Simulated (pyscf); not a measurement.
`[Cl][Al][Cl]` [doublet] + `[CH4]` -> `[Cl][AlH][Cl]` + `[CH3]` [doublet], a hydrogen abstraction (doublet surface; C–H broken, Al–H formed). Optimised with ωB97X-D3(BJ)/def2-SVP in PySCF. Energies in kcal/mol from the separated reactants.

Small-basis levels: PySCF, no dispersion term, spherical d functions. Open shells are spin-unrestricted. 

Question: Quick BP86/6-31G* single points give ΔE‡ = 29.3 kcal/mol and ΔE = +30.7 kcal/mol. What does ωB97M-D3(BJ)/def2-TZVP give, and how far is the quick result from it?

Answer: ωB97M-D3(BJ)/def2-TZVP gives ΔE‡ = 29.2 kcal/mol and ΔE = +24.0 kcal/mol. BP86/6-31G* lies 0.0 kcal/mol over it in the barrier and 6.8 kcal/mol over it in the reaction energy, so on this step it does not hold to within 3.0 kcal/mol. At BP86/6-31G* this geometry lies under one side, so its ΔE‡ may be no barrier of that level. ωB97M-D3(BJ)/def2-TZVP has limits of its own. This is the saddle that the search found; another between the same sides may lie lower. The angle at the transferred H is 180°.
